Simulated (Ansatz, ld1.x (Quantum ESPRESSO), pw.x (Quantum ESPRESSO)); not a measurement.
What a changed setting does to a pw.x run (bcc Mg)

Potential: norm-conserving Troullier–Martins (Kleinman–Bylander form), ld1.x (Quantum ESPRESSO) 7.5, PBEsol; core [Ne], reference 3s2 3p0; waves: 3s (bound): rc 2.60 bohr; 3p (bound, empty): rc 3.70 bohr; 3d channel at -0.05 Ry: rc 3.85 bohr; local part: the d channel; core correction: none.

The reference run (k-mesh 13³, cutoffs 35/140 Ry, Fermi–Dirac 0.01 Ry, mixing_beta 0.4, conv_thr 1e-9, no spin) gives 0.30 GPa at 22.446 Å³/atom, where all-electron LAPW gives 0.16 GPa. This run, with its own iteration cap, changes k-mesh points per axis to 2.

```
&control
  calculation='scf', prefix='x', pseudo_dir='./', outdir='./tmp', tstress=.true., disk_io='none'
/
&system
  ibrav=0, nat=1, ntyp=1, ecutwfc=35, ecutrho=140, nbnd=8,
  occupations='smearing', smearing='fd', degauss=0.01
/
&electrons
  conv_thr=1e-09, mixing_beta=0.4, electron_maxstep=60
/
ATOMIC_SPECIES
Mg 1.0 Mg.UPF
CELL_PARAMETERS angstrom
  -1.77702276 1.77702276 1.77702276
  1.77702276 -1.77702276 1.77702276
  1.77702276 1.77702276 -1.77702276
ATOMIC_POSITIONS crystal
Mg 0.0000 0.0000 0.0000
K_POINTS automatic
2 2 2 0 0 0
```

```bash
pw.x < Mg.scf.in > Mg.scf.out
```

Problem. How does the run end?

Solution. It converges in 7 iterations; the free energy moves by +1.22 eV/atom and the pressure by +2.45 GPa.

```
Message from routine setup:
     using ibrav=0 with symmetry is DISCOURAGED, use correct ibrav instead
     lattice parameter (alat)  =       5.8164  a.u.
     unit-cell volume          =     151.4731 (a.u.)^3
     number of electrons       =         2.00
     number of Kohn-Sham states=            8
     kinetic-energy cutoff     =      35.0000  Ry
     charge density cutoff     =     140.0000  Ry
     scf convergence threshold =      1.0E-09
     Exchange-correlation= PBESOL
     number of k points=     3  Fermi-Dirac smearing, width (Ry)=  0.0100
     iteration #  1     ecut=    35.00 Ry     beta= 0.40
     total energy              =      -1.68248694 Ry
     estimated scf accuracy    <       0.00674399 Ry
     iteration #  2     ecut=    35.00 Ry     beta= 0.40
     total energy              =      -1.68275797 Ry
     estimated scf accuracy    <       0.00239023 Ry
     iteration #  3     ecut=    35.00 Ry     beta= 0.40
     total energy              =      -1.68278740 Ry
     estimated scf accuracy    <       0.00000105 Ry
     iteration #  4     ecut=    35.00 Ry     beta= 0.40
     total energy              =      -1.68279527 Ry
     estimated scf accuracy    <       0.00000254 Ry
     iteration #  5     ecut=    35.00 Ry     beta= 0.40
     total energy              =      -1.68279608 Ry
     estimated scf accuracy    <       0.00000002 Ry
     iteration #  6     ecut=    35.00 Ry     beta= 0.40
     total energy              =      -1.68279609 Ry
     estimated scf accuracy    <          2.4E-09 Ry
     iteration #  7     ecut=    35.00 Ry     beta= 0.40
     the Fermi energy is     2.6611 ev
!    total energy              =      -1.68279609 Ry
     estimated scf accuracy    <          7.3E-11 Ry
     smearing contrib. (-TS)   =      -0.01035476 Ry
     The total energy is F=E-TS. E is the sum of the following terms:
     one-electron contribution =       1.35176445 Ry
     hartree contribution      =       0.00646740 Ry
     xc contribution           =      -0.86322829 Ry
     ewald contribution        =      -2.16744490 Ry
     convergence has been achieved in   7 iterations
          total   stress  (Ry/bohr**3)                   (kbar)     P=       27.47
     Message from routine punch:
     Nothing written, as per user request (disk_io='none')
```

The run took about 0.2 s on one core of a shared host (Neoverse-V2, 96 threads, 742 GiB, load 44).
